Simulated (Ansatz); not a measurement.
C3H5FO, SMILES `CO/C=C/F`, relaxed with RKS PBE0-D4/def2-TZVP in Ansatz 0.2.0 from a PBE-D4/def2-SVP geometry. The force threshold is 0.005 eV/Å; the program also tests the step.

Total charge 0; spin multiplicity 1.

Start:

```xyz
10

C    -0.477   -1.331   -0.265
O    -0.176   -0.265   -1.146
C     0.260    0.887   -0.581
C     0.447    1.134    0.734
F     0.890    2.346    1.136
H    -0.817   -2.181   -0.885
H     0.419   -1.641    0.322
H    -1.286   -1.053    0.450
H     0.465    1.669   -1.329
H     0.274    0.434    1.565
```

**Question.** How much energy does the relaxation release, and in how many steps? (An estimate is asked.)

**Answer.** The calculation gave: 5.16 kJ/mol, in 5 steps.

**Question.** Which bonds change most? (Best estimate.)

**Answer.** Computed: C3–C4 from 1.351 to 1.328 Å; C4–H10 from 1.100 to 1.081 Å; C1–H7 from 1.115 to 1.096 Å; C1–H8 from 1.115 to 1.096 Å.

**Question.** Give the relaxed structure. (Best estimate.)

**Answer.** Computed: 
```xyz
10

C    -0.472   -1.318   -0.256
O    -0.178   -0.262   -1.139
C     0.257    0.878   -0.573
C     0.437    1.110    0.722
F     0.881    2.316    1.119
H    -0.806   -2.154   -0.867
H     0.418   -1.613    0.313
H    -1.267   -1.035    0.443
H     0.465    1.651   -1.303
H     0.266    0.428    1.542
```
